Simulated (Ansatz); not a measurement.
A nudged elastic band was laid between two geometries of ClH3Si + H (6 atoms, charge 0, multiplicity 2).

These are results of UKS B3LYP/cc-pVDZ (Ansatz 0.2.0), not measurements.

```yaml
movable_images: 5
climbing_image: yes
spring: 5.0 eV/Å²
optimiser: quadratic models (default)
start_path: through a guess of the saddle point
force_threshold: 0.03 eV/Å
iteration_limit: 60
end_points: relaxed
```

First end point:

```xyz
6
Properties=species:S:1:pos:R:3
Si 0.003 0.000 -0.212
Cl 0.039 0.000 1.888
H 1.412 0.000 -0.698
H -0.710 1.226 -0.670
H -0.710 -1.226 -0.670
H -0.033 0.000 5.333
```

Last end point:

```xyz
6
Properties=species:S:1:pos:R:3
Si -0.001 0.000 -0.550
Cl 0.002 0.000 3.628
H 1.424 0.000 -1.012
H -0.714 1.234 -1.010
H -0.714 -1.234 -1.010
H 0.003 0.000 4.926
```

(1) Which bonds break or form, and what moves?

(2) What energy profile does the band end with?

(3) What is the geometry of the highest image?

(4) What are the harmonic wavenumbers there?

The band took 11 iterations and roughly 90 core-seconds.

Answers

(1) Bonds broken: Si1–Cl2. Bonds formed: Cl2–H6. ClH3Si + H becomes ClH + H3Si.

(2) The run converged. The highest image is number 3 of 0 to 6, 55.3 kJ/mol above the first end and 61.5 kJ/mol above the last; the last end lies 6.2 kJ/mol below the first. A vibrational analysis at the climbing image gives one clearly imaginary mode, 607i cm⁻¹: a first-order saddle point.

| image | path coordinate (Å) | energy (kJ/mol) | Si1–Cl2 (Å) | Cl2–H6 (Å) |
| --- | --- | --- | --- | --- |
| 0 | 0.00 | 0.0 | 2.10 | 3.45 |
| 1 | 0.53 | 0.9 | 2.10 | 2.87 |
| 2 | 1.05 | 9.7 | 2.11 | 2.30 |
| 3 | 1.58 | 55.3 | 2.37 | 1.57 |
| 4 | 2.23 | 6.7 | 3.07 | 1.31 |
| 5 | 2.89 | -4.8 | 3.62 | 1.30 |
| 6 | 3.55 | -6.2 | 4.18 | 1.30 |

(3) 
```xyz
6
Properties=species:S:1:pos:R:3
Si 0.000 0.000 -0.004
Cl -0.002 0.000 2.369
H 1.425 0.000 -0.444
H -0.712 1.234 -0.447
H -0.712 -1.234 -0.447
H 0.003 0.000 3.944
```

(4) 607i, 196, 196, 458, 458, 746, 837, 932, 933, 2192, 2232, 2232 cm⁻¹.

Run time: 94 s on 1 thread of Intel(R) Xeon(R) Platinum 8488C (Sapphire Rapids), with other jobs on the host, peak memory 0.15 GiB.
